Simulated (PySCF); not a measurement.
# input.py for SiP

File input.py (PySCF 2.14):

```python
from pyscf import gto, scf, tdscf

mol = gto.M(
    atom='Si 0 0 0; P 0 0 1.962',
    basis='cc-pvdz-dk',
    charge=0,
    spin=1,
    verbose=3,
)
mf = scf.UHF(mol)
mf = mf.sfx2c1e()
mf.kernel()
td = tdscf.TDA(mf)
td.nstates = 6
td.kernel()
td.analyze()
mf.dip_moment()
print('orbital energies (hartree):', [e[max(0, n-3):n+3].round(4) for e, n in zip(mf.mo_energy, mol.nelec)])
```

```bash
$ OMP_NUM_THREADS=1 python input.py
```

Output (some set-up lines and the per-cycle HOMO/LUMO lines with their warnings removed):

```
converged SCF energy = -630.997019749587  <S^2> = 0.78841021  2S+1 = 2.0380483
Excitation energies (eV)
[0.05104234 0.05104234 1.87435237 2.51914448 2.51914448 3.05625666]

** Excitation energies and oscillator strengths **
Excited State   1:      0.05104 eV  24290.46 nm  f=0.0001
Excited State   2:      0.05104 eV  24290.46 nm  f=0.0001
Excited State   3:      1.87435 eV    661.48 nm  f=0.0002
Excited State   4:      2.51914 eV    492.17 nm  f=0.0000
Excited State   5:      2.51914 eV    492.17 nm  f=0.0000
Excited State   6:      3.05626 eV    405.67 nm  f=0.0000
Dipole moment(X, Y, Z, Debye): -0.00000,  0.00000, -1.75153
orbital energies (hartree): [array([-0.4023, -0.3292, -0.3292,  0.0382,  0.0382,  0.1748]), array([-0.4602, -0.3285, -0.3285, -0.0452,  0.0541,  0.0541])]
```

In short: E(SCF) = -630.997020 Eh, ⟨S²⟩ = 0.788, μz(SCF) = -1.75 D, first excitations without spin–orbit coupling 0.05, 0.05, 1.87, 2.52, 2.52 eV.

Run time: 1.7 s on 1 thread of Intel Xeon Platinum 8259CL @ 2.50GHz (shared host).

The bond length is a typed value, not an optimised one. No search for the lowest solution was made.
